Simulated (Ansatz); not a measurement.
## SbH⁺, quartet: the ladder up to full CI

Geometry: a point of a stretch scan, not a stationary point.

```xyz
2

Sb    0.0000    0.0000    0.0000
H     0.0000    0.0000    1.7160
```

Basis def2-TZVPP with its core potentials; Ansatz 0.2.0. Correlated methods freeze the noble-gas cores and the filled d shells of p-block atoms, which leaves 5 electrons in 55 orbitals. Prefix R: restricted or restricted open-shell reference; prefix U: unrestricted. Active spaces: valence = (5e, 5o) chosen from the atoms' valence shells. No spin–orbit coupling is included; scalar relativity enters through the core potentials alone.

Full CI is exact within this basis and frozen core; it isn't the basis-set limit. The frozen core follows each run's orbitals, which can shift R against U totals by a few meV for light atoms and by up to 0.1 eV past Ca.

For open shells CISD is restricted-active-space CI with the open shells as a complete middle space.

```
UHF ⟨S²⟩                          : 3.767
T1 diagnostic (RCCSD)             : 0.0252
largest doubles amplitude (RCCSD) : 0.095
```

```csv
level,E − E(full CI) (kcal/mol),share of correlation (%),wall time
RHF,50.20,0.00,–
RMP2,11.08,77.93,–
CISD,1.44,97.13,1.7 s
RCCSD,1.84,96.34,–
RCCSD(T),0.35,99.30,1.2 s
BCCD(T),0.36,99.29,1.5 s
RCCSDT,0.01,99.98,–
RCCSDT(Q),-0.03,100.06,14 s
CASSCF (valence space),36.58,27.14,–
NEVPT2 (valence space),8.99,82.09,1.4 s
MRCISD (valence space),1.80,96.41,–
MRCISD+Q (valence space),0.48,99.04,1.8 s
```

The correlation energy at full CI, counted from RHF, is -2.177 eV. That run took 4.4 min on 1 thread of Arm Neoverse V2, shared host over 4,680,657 determinants.

Run but not shown, since their state, orbitals or frozen core can't be matched to the reference's or they repeat it: UHF, UMP2, UCCSD, UCCSD(T), UCCSDT, UCCSDT(Q).

Times hold each run's SCF and search for its determinant on a shared host, so for small cases they say little of a method's own cost; they ran on 1 thread of Arm Neoverse V2.

The full-CI state has the irrep A2 of C2v, in the program's axes (one component, if the state is degenerate).

Natural occupations of full CI about the gap: 1.939 0.997 0.988 0.988 0.030 0.010 0.010 0.009 0.009 0.005; effectively unpaired electrons, Σ n²(2−n)², 3.02.
